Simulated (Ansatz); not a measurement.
# Worked example: HSiC, quartet against HSiC, doublet

Geometry (PBE0/def2-TZVP stationary point of a doublet), kept for both states (HSiC, doublet: Π; HSiC, quartet: Π):

```xyz
3

Si    0.0000    0.0000    0.0756
C     0.0000    0.0000   -1.6507
H     0.0000    0.0000    1.5751
```

Basis cc-pVDZ; Ansatz 0.2.0. Only valence electrons are correlated (noble-gas cores frozen). R marks a restricted (for open shells ROHF) determinant, U an unrestricted one.

Full CI isn't at hand for all of this; UCCSDTQ serves as the reference, and is uncertain by about the last step of the cluster series.

Coupled cluster chose its determinant by trial CCSD, here up to 0.52 eV above the lowest Hartree–Fock solution of its kind. The largest doubles amplitude grows up the series, to 0.34: the determinant mixes near-degenerate terms, and the last step may understate the doubt.

```csv
level,"E(HSiC, doublet) (hartree)","E(HSiC, quartet) (hartree)"
UCCSD(T),-327.380625,-327.286959
PBE,-327.756449,-327.666767
r2SCAN,-327.900772,-327.817366
UCCSDTQ,-327.383692,-327.292373
```

Problem. Give the vertical gap, HSiC quartet less HSiC doublet, at each level in eV (1 hartree = 27.2114 eV), and each error against UCCSDTQ.

Solution. UCCSDTQ: (-327.292373 − (-327.383692)) × 27.2114 = 2.485 eV (the reference)
r2SCAN: (-327.817366 − (-327.900772)) × 27.2114 = 2.270 eV, error -0.215 eV
PBE: (-327.666767 − (-327.756449)) × 27.2114 = 2.440 eV, error -0.045 eV
UCCSD(T): (-327.286959 − (-327.380625)) × 27.2114 = 2.549 eV, error 0.064 eV

Total energies of functionals can't be set beside those of wave-function methods, since they hold the core's correlation and their own absolute errors; only the differences compare.

In so small a basis the reference is far from its limit while semilocal and hybrid functionals are nearer theirs, so the functionals' errors here hold much of the reference's basis and frozen-core error, which can add to them or hide them.

Each level lands on the state that its own search finds. T1 diagnostics of restricted CCSD: 0.035 and 0.030.
